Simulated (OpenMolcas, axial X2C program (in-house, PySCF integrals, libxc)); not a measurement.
One splitting, several methods: ²Π3/2 − ²Π1/2

Computed with an axial X2C code built on PySCF integrals: two-component X2C with atomic mean-field Coulomb and Gaunt terms, Dyall basis sets with cores contracted in-house. The CASPT2 rows were computed with OpenMolcas 26.06 (scalar X2C, spin–orbit state interaction with atomic mean-field integrals). Vertical splittings E(Ω = 3/2) − E(Ω = 1/2) of the lowest ²Π state.

Correlated electrons in EOM-CCSD (inner shells frozen, about 90 virtual spinors): PS⁺ 10.

| molecule | method | R (Å) | splitting (cm⁻¹) |
| --- | --- | --- | --- |
| SF | PBE0 determinants, 2c, av3z/av3z | 1.606 | -420 |
| PS | PBE0 determinants, 2c, av3z/v3z | 1.904 | 340 |
| CS⁻ | PBE0 determinants, 2c, av3z/av3z | 1.610 | 118 |
| S₂⁺ | PBE0 determinants, 2c, av3z | 1.824 | 496 |

The other methods give:

| molecule | method | R (Å) | splitting (cm⁻¹) |
| --- | --- | --- | --- |
| SF | CAS(9,6), XMS-CASPT2, RASSI (OpenMolcas, ANO-RCC-VTZP) | 1.637 | -364 |
| PS | EOM-EA-CCSD from PS⁺, 2c, av3z/av3z | 1.903 | 241 |
| CS⁻ | CAS(9,7), XMS-CASPT2, RASSI (OpenMolcas, ANO-RCC-VTZP) | 1.656 | 109 |
| S₂⁺ | CAS(7,6), XMS-CASPT2, RASSI (OpenMolcas, ANO-RCC-VTZP) | 1.841 | -417 |

The distances differ by up to 0.05 Å between runs. Collinear functionals lack a current term; state interaction in a small space lacks spinor relaxation, which matters for heavy atoms, and ANO-RCC sets lack diffuse functions for anions; a negative value is an inverted multiplet.

Problem. By what ratio do the methods differ, for splittings above 30 cm⁻¹?

Solution. SF: CASPT2 over PBE0 0.87; PS: EOM-EA-CCSD over PBE0 0.71; CS⁻: CASPT2 over PBE0 0.92; S₂⁺: CASPT2 over PBE0 -0.84.
